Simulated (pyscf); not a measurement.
Optimised with ωB97X-D3(BJ)/def2-SVP in PySCF.

Q: `[OH][Ga][F]` [doublet] + `[FH]` -> `[OH][Ga]([F])[F]` + `[H]` [doublet]
Surface: doublet. Broken: F–H. Formed: F–Ga. Give ΔE‡ and ΔE from ωB97M-D3(BJ)/def2-TZVP, relative to the separated reactants.

A: ΔE‡ = 142.0 kJ/mol, ΔE = +58.6 kJ/mol. Zero-point energy shifts the barrier by -16.8 kJ/mol. It is an atom transfer, with an imaginary mode of 2087i cm⁻¹. On the reactant side the descent ends in an adduct with a F–Ga contact, 41.2 kJ/mol under the separated species and 182.5 kJ/mol under the saddle at ωB97X-D3(BJ)/def2-TZVP. What is counted as formed (F–Ga) is already present as a longer contact in the reactant adduct; forming that adduct is a step of its own. One saddle was located; it need not be the lowest between these sides. The angle at the transferred F is 147°. Elements up to Kr have no core potential and no relativistic terms here.
